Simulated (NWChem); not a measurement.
All runs are NWChem calculations. System: hydrogen chloride (HCl), charge 0, spin multiplicity 1, at a geometry optimised with B3LYP/def2-SVP. Level: RI-MP2/cc-pVQZ, 5 core orbitals frozen.

Job file:

```
start mol
memory heap 200 mb stack 900 mb global 1100 mb
geometry units angstroms nocenter noautoz
  Cl     0.000000     0.000000     0.071649
  H      0.000000     0.000000    -1.218034
  symmetry group C2v
end
basis spherical
  * library cc-pvqz
end
basis "ri-mp2 basis" spherical
  * library cc-pvqz-ri
end
scf
  rhf
  nopen 0
  maxiter 100
  thresh 1e-7
  semidirect memsize 60000000 filesize 0
end
mp2
  freeze core 5
end
task rimp2 energy
```

Output (cleaned and shortened):

```
             Northwest Computational Chemistry Package (NWChem) 7.3.0
             --------------------------------------------------------

                                NWChem Input Module
                                -------------------

 Scaling coordinates for geometry "geometry" by  1.889725989
 (inverse scale =  0.529177249)

 Turning off AUTOSYM since
 SYMMETRY directive was detected!

                             Geometry "geometry" -> ""
                             -------------------------

 Output coordinates in angstroms (scale by  1.889725989 to convert to a.u.)

  No.       Tag          Charge          X              Y              Z
 ---- ---------------- ---------- -------------- -------------- --------------
    1 Cl                  17.0000     0.00000000     0.00000000     0.07164900
    2 H                    1.0000     0.00000000     0.00000000    -1.21803400

 Effective nuclear repulsion energy (a.u.)       6.9753677710

            Nuclear Dipole moment (a.u.)
            ----------------------------
        X                 Y               Z
 ---------------- ---------------- ----------------
     0.0000000000     0.0000000000    -0.0000018897

      Symmetry information
      --------------------

 Group name             C2v
 Group number             16
 Group order               4
 No. of unique centers     2

      Symmetry unique atoms

     1    2


 Summary of "ao basis" -> "" (spherical)
 ------------------------------------------------------------------------------
       Tag                 Description            Shells   Functions and Types
 ---------------- ------------------------------  ------  ---------------------
 *                          cc-pvqz                   on all atoms

 Summary of "ri-mp2 basis" -> "" (spherical)
 ------------------------------------------------------------------------------
       Tag                 Description            Shells   Functions and Types
 ---------------- ------------------------------  ------  ---------------------
 *                         cc-pvqz-ri                 on all atoms

 Summary of "ao basis" -> "ao basis" (spherical)
 ------------------------------------------------------------------------------
       Tag                 Description            Shells   Functions and Types
 ---------------- ------------------------------  ------  ---------------------
 Cl                         cc-pvqz                 17       59   6s5p3d2f1g
 H                          cc-pvqz                 10       30   4s3p2d1f

                                 NWChem SCF Module
                                 -----------------

  ao basis        = "ao basis"
  functions       =    89
  atoms           =     2
  closed shells   =     9
  open shells     =     0
  charge          =   0.00
  wavefunction    = RHF
  use symmetry    = T
  symmetry adapt  = T

 Summary of "ao basis" -> "ao basis" (spherical)
 ------------------------------------------------------------------------------
       Tag                 Description            Shells   Functions and Types
 ---------------- ------------------------------  ------  ---------------------
 Cl                         cc-pvqz                 17       59   6s5p3d2f1g
 H                          cc-pvqz                 10       30   4s3p2d1f

      Symmetry analysis of basis
      --------------------------

        a1         37
        a2         10
        b1         21
        b2         21

 Forming initial guess at       0.2s
[...]
   Bfn.  Coefficient  Atom+Function         Bfn.  Coefficient  Atom+Function
  ----- ------------  ---------------      ----- ------------  ---------------
    62      2.402232  2 H  s                 21      1.144515  1 Cl pz
     6     -0.962123  1 Cl s                 63     -0.649716  2 H  s
    18      0.624827  1 Cl pz                72      0.431364  2 H  pz
     5     -0.363545  1 Cl s                 24     -0.213522  1 Cl d  0
    69      0.177387  2 H  pz                 4      0.164043  1 Cl s

 Vector   12  Occ=0.000000D+00  E= 3.512405D-01  Symmetry=b1
              MO Center=  1.8D-16,  8.5D-31,  7.3D-02, r^2= 4.4D+00
   Bfn.  Coefficient  Atom+Function         Bfn.  Coefficient  Atom+Function
  ----- ------------  ---------------      ----- ------------  ---------------
    19      1.516741  1 Cl px                16     -1.174737  1 Cl px
    10     -0.462243  1 Cl px                 7     -0.366819  1 Cl px

 center of mass
 --------------
 x =   0.00000000 y =   0.00000000 z =   0.06712446

 moments of inertia (a.u.)
 ------------------
           5.818473710526           0.000000000000           0.000000000000
           0.000000000000           5.818473710526           0.000000000000
           0.000000000000           0.000000000000           0.000000000000

  Mulliken analysis of the total density
  --------------------------------------

    Atom       Charge   Shell Charges
 -----------   ------   -------------------------------------------------------
    1 Cl  17    17.15   2.00  1.95 -0.02  0.38  1.13  0.49  5.97  0.17  1.65  2.48  0.90  0.02  0.01  0.01  0.00  0.00  0.00
    2 H    1     0.85   0.06  0.27  0.41  0.04  0.00  0.02  0.05  0.00  0.01  0.00

       Multipole analysis of the density wrt the origin
       ------------------------------------------------

     L   x y z        total         open         nuclear
     -   - - -        -----         ----         -------
     0   0 0 0     -0.000000      0.000000     18.000000

     1   1 0 0     -0.000000      0.000000      0.000000
     1   0 1 0     -0.000000      0.000000      0.000000
     1   0 0 1     -0.486712      0.000000     -0.000002

     2   2 0 0    -10.451053      0.000000      0.000000
     2   1 1 0     -0.000000      0.000000      0.000000
     2   1 0 1      0.000000      0.000000      0.000000
     2   0 2 0    -10.451053      0.000000      0.000000
     2   0 1 1      0.000000      0.000000      0.000000
     2   0 0 2     -7.670786      0.000000      5.609705

                               NWChem RI-MP2 Module
                               --------------------

 Summary of "ri-mp2 basis" -> "ri-mp2 basis" (spherical)
 ------------------------------------------------------------------------------
       Tag                 Description            Shells   Functions and Types
 ---------------- ------------------------------  ------  ---------------------
 Cl                        cc-pvqz-ri               38      158   11s9p8d6f3g1h
 H                         cc-pvqz-ri               15       55   5s4p3d2f1g

 SCF Reference Information:
            File: './mol.movecs'
           Title: ''
    Size (AOxMO):     89 x     89
       Total Occ:              18.00
 RI-MP2 Calculation Information:
          Nr. of AO basis functions:         89
     Nr. of fitting basis functions:        213
               Nr. of MO spin cases:          1
        Nr. of MOs to be correlated:         84
     Nr. of occupied MOs correlated:          4
      Nr. of virtual MOs correlated:         80

          RI integral approximation: 'V'
    Threshold for Schwarz screening:  1.000E-09
 Smallest eigenvalue retained in fit  1.000E-08
    Type of storage for MO integrals 'EAF library'

 Transformation block size    4, requiring     1 integral passes.
 XForm_3cInts: Completed     1:    4 pass.
 Energy evaluation using block sizes     4    4
 RIMP2_V_E2: Approx. ints. done (    1:    4,    1:    4)
 RIMP2_V_E2: Copy to B done (    1:    4,    1:    4)
 RIMP2_V_E2: Denominators done (    1:    4,    1:    4)
 RIMP2_V_E2: Completed block (    1:    4,    1:    4)

          -------------------------------------------
          SCF energy                -460.110909888159
          Correlation energy          -0.222629158230
          Total MP2 energy          -460.333539046389
          -------------------------------------------

 -----------------------
 Performance information
 -----------------------

 Timer overhead =  2.62D-07 seconds/call

               Nr. of calls         CPU time (s)                 Wall time (s)                GFlops
             ---------------    -------------------     ------------------------------   -------------------
Name         Min   Avg   Max    Min     Avg     Max     Min     Avg     Max   Mx/calls   Min     Max     Sum
Overall       1     1     1    4.6     4.6     4.6      4.6     4.6     4.6     4.6      0.0     0.0     0.0
3c integr     1     1     1   0.74    0.74    0.74     0.74    0.74    0.74    0.74      0.0     0.0     0.0
Energy        1     1     1   2.89E-2 2.89E-2 2.89E-2  2.89E-2 2.89E-2 2.89E-2 2.89E-2   0.0     0.0     0.0
3c integr     1     1     1   0.73    0.73    0.73     0.73    0.73    0.73    0.73      0.0     0.0     0.0
First 2/3     3     3     3   2.62E-3 2.62E-3 2.62E-3  2.62E-3 2.62E-3 2.62E-3 8.75E-4   0.0     0.0     0.0
Final 1/3     1     1     1   2.17E-3 2.17E-3 2.17E-3  2.17E-3 2.17E-3 2.17E-3 2.17E-3   0.0     0.0     0.0
Write 3c      1     1     1   5.09E-4 5.09E-4 5.09E-4  5.09E-4 5.09E-4 5.09E-4 5.09E-4   0.0     0.0     0.0
Read 3c i     1     1     1   1.93E-4 1.93E-4 1.93E-4  1.93E-4 1.93E-4 1.93E-4 1.93E-4   0.0     0.0     0.0
Fitting b     1     1     1   4.92E-2 4.92E-2 4.92E-2  4.92E-2 4.92E-2 4.92E-2 4.92E-2   0.0     0.0     0.0
Schwarz i     1     1     1   7.49E-2 7.49E-2 7.49E-2  7.49E-2 7.49E-2 7.49E-2 7.49E-2   0.0     0.0     0.0
Form 4ci      1     1     1   3.58E-3 3.58E-3 3.58E-3  3.58E-3 3.58E-3 3.58E-3 3.58E-3   0.0     0.0     0.0
Form A &      1     1     1   2.33E-2 2.33E-2 2.33E-2  2.33E-2 2.33E-2 2.33E-2 2.33E-2   0.0     0.0     0.0
Denominat     1     1     1   1.46E-4 1.46E-4 1.46E-4  1.46E-4 1.46E-4 1.46E-4 1.46E-4   0.0     0.0     0.0
Pair Ener     1     1     1   6.57E-4 6.57E-4 6.57E-4  6.57E-4 6.57E-4 6.57E-4 6.57E-4   0.0     0.0     0.0

 The average no. of pstat calls per process was 1.60D+01
 with a timing overhead of 4.19D-06s

 Task  times  cpu:        4.6s     wall:        4.6s

 Total times  cpu:        4.6s     wall:        4.6s
```
